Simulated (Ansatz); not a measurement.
# C2H2F2 (SMILES C=C(F)F), step by step

We compute a series of 32 runs (ULC-wPBE/6-311G**, UHF/6-311G**, RPA@PBE/6-311G**, HF/6-311G**) of C2H2F2. 

The calculation is run with Ansatz 0.2.0.

## 1. Starting point

C2H2F2 has 6 atoms, charge 0, and is taken as a singlet. SMILES: `C=C(F)F`. The C2–C1 distance was set to 1.117 Å, away from the relaxed value.

Bond lengths: C1–C2 1.117 Å, C2–F3 1.313 Å, C2–F4 1.313 Å, C1–H5 1.079 Å, C1–H6 1.079 Å. Angles: C1–C2–F3 125.2°, C1–C2–F4 125.2°, F3–C2–F4 109.6°, C2–C1–H5 119.7°, C2–C1–H6 119.7°, H5–C1–H6 120.6°.

## 2. A single-point energy at ULC-wPBE/6-311G(d,p) (run 1)

The input, job.yaml:

```yaml
crystal:
  periodic: [false, false, false]
  atoms:
    - symbol: C
      position_ang: [-0.082772, 0.341188, -0.399756]
    - symbol: C
      position_ang: [0.105000, -0.394600, 0.420100]
    - symbol: F
      position_ang: [-0.454900, -0.363600, 1.607600]
    - symbol: F
      position_ang: [0.919200, -1.422100, 0.343000]
    - symbol: H
      position_ang: [0.427328, 0.230788, -1.343756]
    - symbol: H
      position_ang: [-0.772472, 1.154988, -0.239556]
basis:
  gaussian:
    orbitals: 6-311G_st__st_.json
hamiltonian:
  xc: {name: LC-wPBE}
magnetization:
  spin_polarized: true
  initial_magnetization: 0
```

The basis set 6-311G** is read from a file made from the Basis Set Exchange's data (not shown).

Started as:

```bash
ansatz run job.yaml --threads 1 --pin off --max-ram 2610MiB --events-out events.jsonl --progress --plain --runs-dir runs
```

Log:

```text
Warning: RAYON_NUM_THREADS=1 ignored (pool sized by the plan → 1); use --threads N
Functional definition: LC-wPBE
  name "LC-wPBE"
  parameter omega = 0.4/bohr
  exchange = pbe_x_sr(omega) + exact_x_lr(omega)
  correlation = pbe_c
684 factors; their error is unknown
200 factors; integrals over basis functions are off by at most 1.3e-5 eV
mean field evaluation 1: about -7532.1610 eV, gradient 3.0e1 eV
mean field evaluation 2: about -7533.9743 eV, gradient 2.0e1 eV
mean field evaluation 4: about -7535.1999 eV, gradient 1.1e0 eV
mean field evaluation 8: about -7535.1905 eV, gradient 2.0e-2 eV
mean field -7535.19052689 eV, -276.9131443275 hartree, gradient 1.8e-5 eV, S^2 0.000000; 0 other end points of the search recorded, 0 dependent functions left out
reference -7535.19052689 eV, -276.9131443277 hartree; 16, 16 occupied and 68, 68 virtual orbitals, 684 factors
Total energy: -7535.19052689 eV, -276.9131443277 hartree
```

It took 2.3 s on 1 thread of Arm Neoverse V2, shared host; peak memory 0.12 GiB.

## 3. The distorted shape: energy and gradient at ULC-wPBE/6-311G(d,p) (run 2)

The input, job.yaml:

```yaml
crystal:
  periodic: [false, false, false]
  atoms:
    - symbol: C
      position_ang: [-0.104851, 0.427705, -0.496158]
    - symbol: C
      position_ang: [0.105000, -0.394600, 0.420100]
    - symbol: F
      position_ang: [-0.454900, -0.363600, 1.607600]
    - symbol: F
      position_ang: [0.919200, -1.422100, 0.343000]
    - symbol: H
      position_ang: [0.405249, 0.317305, -1.440158]
    - symbol: H
      position_ang: [-0.794551, 1.241505, -0.335958]
basis:
  gaussian: {orbitals: 6-311G_st__st_.json}
magnetization: {spin_polarized: true, initial_magnetization: 0}
hamiltonian: {xc: {name: LC-wPBE}}
output: {forces: true}
```

The basis set 6-311G** is read from a file made from the Basis Set Exchange's data (not shown).

Started as:

```bash
ansatz run job.yaml --threads 1 --pin off --max-ram 2610MiB --events-out events.jsonl --progress --plain --runs-dir runs
```

Log:

```text
Warning: RAYON_NUM_THREADS=1 ignored (pool sized by the plan → 1); use --threads N
[... 5 set-up lines as earlier in the session ...]
684 factors; their error is unknown
200 factors; integrals over basis functions are off by at most 1.4e-5 eV
mean field evaluation 1: about -7533.8355 eV, gradient 2.9e1 eV
mean field evaluation 2: about -7535.0678 eV, gradient 2.4e1 eV
mean field evaluation 4: about -7536.8838 eV, gradient 1.0e0 eV
mean field evaluation 8: about -7536.8752 eV, gradient 2.6e-2 eV
mean field -7536.87519085 eV, -276.9750545863 hartree, gradient 3.3e-5 eV, S^2 0.000000; 0 other end points of the search recorded, 0 dependent functions left out
the calculation of the forces begins
reference -7536.87519085 eV, -276.9750545864 hartree; 16, 16 occupied and 68, 68 virtual orbitals, 684 factors
Total energy: -7536.87519085 eV, -276.9750545864 hartree
Atom 0 at    -0.104851     0.427705    -0.496158 Å, force    -0.809721     3.169812    -3.531005 eV/Å
Atom 1 at     0.105000    -0.394600     0.420100 Å, force     0.725399    -2.842273     3.167153 eV/Å
Atom 2 at    -0.454900    -0.363600     1.607600 Å, force    -0.138447    -0.063795     0.413586 eV/Å
Atom 3 at     0.919200    -1.422100     0.343000 Å, force     0.246462    -0.360012     0.058947 eV/Å
Atom 4 at     0.405249     0.317305    -1.440158 Å, force    -0.034344     0.065675    -0.034037 eV/Å
Atom 5 at    -0.794551     1.241505    -0.335958 Å, force     0.010651     0.030593    -0.074645 eV/Å
Dipole moment:    -0.044522     0.174407    -0.194353 e Å
```

It took 2.7 s on 1 thread of Arm Neoverse V2, shared host; peak memory 0.12 GiB.

Runs 3 to 7 aren't shown in full; the table further down has their settings and results.

## 4. The distorted shape: energy and forces at ULC-wPBE/6-311G(d,p) (run 8)

The input, input.yaml:

```yaml
basis:
  gaussian:
    orbitals: 6-311G_st__st_.json
crystal:
  periodic: [false, false, false]
  atoms:
    - {symbol: C, position_ang: [-0.491435, 1.942539, -2.184071]}
    - {symbol: C, position_ang: [0.105000, -0.394600, 0.420100]}
    - {symbol: F, position_ang: [-0.454900, -0.363600, 1.607600]}
    - {symbol: F, position_ang: [0.919200, -1.422100, 0.343000]}
    - {symbol: H, position_ang: [0.018665, 1.832139, -3.128071]}
    - {symbol: H, position_ang: [-1.181135, 2.756339, -2.023871]}
magnetization:
  spin_polarized: true
hamiltonian:
  xc: {name: LC-wPBE}
output: {forces: true}
```

The basis set 6-311G** is read from a file made from the Basis Set Exchange's data (not shown).

Started as:

```bash
ansatz run input.yaml --threads 1 --pin off --max-ram 2610MiB --events-out events.jsonl --progress --plain --runs-dir runs
```

Log:

```text
Warning: RAYON_NUM_THREADS=1 ignored (pool sized by the plan → 1); use --threads N
[... 5 set-up lines as earlier in the session ...]
684 factors; their error is unknown
200 factors; integrals over basis functions are off by at most 1.5e-5 eV
mean field evaluation 1: about -7528.0619 eV, gradient 2.4e1 eV
mean field evaluation 2: about -7528.3067 eV, gradient 2.5e1 eV
mean field evaluation 4: about -7529.8521 eV, gradient 5.0e-1 eV
mean field evaluation 8: about -7529.8322 eV, gradient 7.4e-2 eV
mean field evaluation 16: about -7529.8322 eV, gradient 5.2e-4 eV
mean field evaluation 32: about -7530.3608 eV, gradient 1.5e0 eV
mean field -7530.56451688 eV, -276.7431415953 hartree, gradient 2.6e-5 eV, S^2 0.869222; 6 other end points of the search recorded, 0 dependent functions left out
the calculation of the forces begins
reference -7530.56451688 eV, -276.7431415955 hartree; 16, 16 occupied and 68, 68 virtual orbitals, 684 factors
Total energy: -7530.56451688 eV, -276.7431415955 hartree
Atom 0 at    -0.491435     1.942539    -2.184071 Å, force     0.068109    -0.269583     0.302070 eV/Å
Atom 1 at     0.105000    -0.394600     0.420100 Å, force    -0.098482     0.386175    -0.430498 eV/Å
Atom 2 at    -0.454900    -0.363600     1.607600 Å, force     0.906396    -0.878354    -0.531657 eV/Å
Atom 3 at     0.919200    -1.422100     0.343000 Å, force    -0.792063     0.430060     1.031366 eV/Å
Atom 4 at     0.018665     1.832139    -3.128071 Å, force     0.171070     0.001958    -0.382080 eV/Å
Atom 5 at    -1.181135     2.756339    -2.023871 Å, force    -0.255029     0.329744     0.010799 eV/Å
Dipole moment:    -0.014035     0.054920    -0.061202 e Å
```

Run time: 8.4 s. Hardware: 1 thread of Arm Neoverse V2, shared host; peak memory 0.15 GiB.

Runs 9 to 31 aren't shown in full; the table further down has their settings and results.

## 5. The distorted shape: a single-point energy at HF/6-311G(d,p) (run 32)

The input, molecule.yaml:

```yaml
crystal:
  periodic: [false, false, false]
  atoms:
    - {symbol: C, position_ang: [-0.491435, 1.942539, -2.184071]}
    - {symbol: C, position_ang: [0.105000, -0.394600, 0.420100]}
    - {symbol: F, position_ang: [-0.454900, -0.363600, 1.607600]}
    - {symbol: F, position_ang: [0.919200, -1.422100, 0.343000]}
    - {symbol: H, position_ang: [0.018665, 1.832139, -3.128071]}
    - {symbol: H, position_ang: [-1.181135, 2.756339, -2.023871]}
basis:
  gaussian: {orbitals: 6-311G_st__st_.json}
hamiltonian: {xc: hf}
```

The basis set 6-311G** is read from a file made from the Basis Set Exchange's data (not shown).

Started as:

```bash
ansatz run molecule.yaml --threads 1 --pin off --max-ram 2610MiB --events-out events.jsonl --progress --plain --runs-dir runs
```

Log:

```text
Warning: RAYON_NUM_THREADS=1 ignored (pool sized by the plan → 1); use --threads N
Functional definition: HF
  name "HF"
  exchange = exact_x
  correlation = 0
876 factors; their error is unknown
mean field evaluation 1: about -7497.3361 eV, gradient 3.1e1 eV
mean field evaluation 2: about -7498.7737 eV, gradient 1.8e1 eV
mean field evaluation 4: about -7499.2659 eV, gradient 9.8e-1 eV
mean field evaluation 8: about -7499.3018 eV, gradient 1.4e-1 eV
mean field -7499.30187962 eV, -275.5942608667 hartree, gradient 5.1e-5 eV, S^2 0.000000; 0 other end points of the search recorded, 0 dependent functions left out
reference -7499.30187962 eV, -275.5942608667 hartree; 16, 16 occupied and 68, 68 virtual orbitals, 876 factors
Total energy: -7499.30187962 eV, -275.5942608667 hartree
```

It took 0.42 s on 1 thread of Arm Neoverse V2, shared host; peak memory 0.11 GiB.

## 6. The series

```
run              level      task  frozen core orbitals  bond length    energy (Eh)  wall time
  1  ULC-wPBE/6-311G**    energy                     –       1.1175    -276.913144      2.3 s
  2  ULC-wPBE/6-311G**  gradient                     –       1.2489    -276.975055      2.7 s
  3  ULC-wPBE/6-311G**  gradient                     –       1.3804    -276.975068      3.9 s
  4  ULC-wPBE/6-311G**    energy                     –       1.5776    -276.924149      5.4 s
  5  ULC-wPBE/6-311G**    energy                     –       1.8405    -276.840409      7.5 s
  6  ULC-wPBE/6-311G**  gradient                     –       2.2349    -276.744868       12 s
  7  ULC-wPBE/6-311G**    energy                     –       2.7608    -276.736331      9.3 s
  8  ULC-wPBE/6-311G**  gradient                     –       3.5496    -276.743142      8.4 s
  9       UHF/6-311G**    energy                     –       1.1175    -275.751671     0.69 s
 10       UHF/6-311G**  gradient                     –       1.2489    -275.812365      1.4 s
 11       UHF/6-311G**    energy                     –       1.3804    -275.809122      3.3 s
 12       UHF/6-311G**  gradient                     –       1.5776    -275.765443      1.9 s
 13       UHF/6-311G**    energy                     –       1.8405    -275.696859      1.6 s
 14       UHF/6-311G**    energy                     –       2.2349    -275.630347      2.9 s
 15       UHF/6-311G**    energy                     –       2.7608    -275.620108      4.5 s
 16       UHF/6-311G**    energy                     –       3.5496    -275.628062      5.1 s
 17   RPA@PBE/6-311G**    energy                     4       1.1175    -276.719837      2.1 s
 18   RPA@PBE/6-311G**    energy                     4       1.2489    -276.790442      2.1 s
 19   RPA@PBE/6-311G**    energy                     4       1.3804    -276.798351      2.1 s
 20   RPA@PBE/6-311G**    energy                     4       1.5776    -276.759025      2.1 s
 21   RPA@PBE/6-311G**    energy                     4       1.8405    -276.682017      2.6 s
 22   RPA@PBE/6-311G**    energy                     4       2.2349    -276.586187      4.5 s
 23   RPA@PBE/6-311G**    energy                     –       2.7608  not converged      6.6 s
 24   RPA@PBE/6-311G**    energy                     4       3.5496    -276.588011      3.9 s
 25        HF/6-311G**    energy                     –       1.1175    -275.751671     0.44 s
 26        HF/6-311G**  gradient                     –       1.2489    -275.812365     0.79 s
 27        HF/6-311G**  gradient                     –       1.3804    -275.808915     0.75 s
 28        HF/6-311G**    energy                     –       1.5776    -275.751070     0.48 s
 29        HF/6-311G**  gradient                     –       1.8405    -275.650708     0.79 s
 30        HF/6-311G**    energy                     –       2.2349    -275.546575      1.2 s
 31        HF/6-311G**    energy                     –       2.7608    -275.571206     0.83 s
 32        HF/6-311G**    energy                     –       3.5496    -275.594261     0.42 s
```

## 7. Results

```
                             quantity          value
distorted shape, run 32: total energy  -275.59426 Eh
```

**Reading.** In runs 22, 24 the log says that unrestricted orbitals would lower the reference, so the values rest on an unstable closed-shell determinant (other closed-shell runs at this shape may share the fault). In runs 24, 31, 32 a closed-shell determinant meets a far-stretched bond, which it describes badly. Spin contamination of the reference: run 14 ⟨S²⟩ = 1.55, run 15 ⟨S²⟩ = 1.27, run 16 ⟨S²⟩ = 1.12, run 6 ⟨S²⟩ = 1.10, run 7 ⟨S²⟩ = 1.01, run 13 ⟨S²⟩ = 0.95 (the largest). Where it is this large, the reference is a mixture of spin states, and values that rest on it are in doubt. All runs together took 1.8 min, the longest 12 s. 1 of the 32 runs did not end normally.
